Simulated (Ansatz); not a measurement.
Compare A (`Cc1cc[nH]c1`) with its isomer B (`C#CC(N)C=C`).

Calculated with Ansatz (gas phase, PBE0-D4/def2-TZVP geometries, no zero-point term in ΔE). CBS: MP2 limit from def2 TZ/QZ plus the TZ coupled-cluster correction, frozen cores. Functionals use def2-TZVPP. One conformer a species, not always the lowest.

A:

```xyz
13

C    -1.1623   -0.2970    1.5295
C    -0.2723   -0.0692    0.3566
C     1.1488   -0.0716    0.3494
C     1.5622    0.1790   -0.9330
N     0.4502    0.3333   -1.7033
C    -0.6677    0.1844   -0.9331
H    -0.9914    0.4460    2.3139
H    -0.9950   -1.2818    1.9756
H    -2.2140   -0.2385    1.2422
H     1.7950   -0.2397    1.1978
H     2.5519    0.2591   -1.3528
H     0.4513    0.5264   -2.6873
H    -1.6566    0.2695   -1.3556
```

B:

```xyz
13

C    -1.718   -0.128   -2.059
C    -1.030   -0.253   -1.085
C    -0.202   -0.399    0.111
N     0.539   -1.657    0.041
C     0.777    0.738    0.214
C     0.807    1.590    1.226
H    -2.325   -0.015   -2.926
H    -0.878   -0.339    0.979
H     1.002   -1.825    0.926
H    -0.092   -2.428   -0.139
H     1.489    0.805   -0.604
H     1.535    2.391    1.272
H     0.097    1.520    2.045
```

Task: Which isomer does CCSD(T)/CBS put lower? Give the gap. (An estimate is asked.)

Result: Ansatz gave: A, by 234.2 kJ/mol.

Task: Give E(B) − E(A) in kJ/mol with CCSD/def2-TZVPP, MP2/def2-TZVPP, ωB97M-V, r2SCAN-D4, B2PLYP, HF/def2-TZVPP, PBE-D4. (An estimate is asked.)

Result: Ansatz gave: CCSD/def2-TZVPP 228.6, MP2/def2-TZVPP 255.7, ωB97M-V 249.0, r2SCAN-D4 270.9, B2PLYP 242.4, HF/def2-TZVPP 212.5, PBE-D4 272.6. None reverses the order clearly.

Largest T1 diagnostic: 0.011.

In def2-TZVPP, CCSD(T) changes the Hartree–Fock value by +21.0 kJ/mol (the triples alone add +4.9 kJ/mol) and MP2 by +43.2 kJ/mol. From PBE to PBE0 (25 % exact exchange), in def2-TZVPP and without D4, E(B) − E(A) moves by +7.2 kJ/mol.
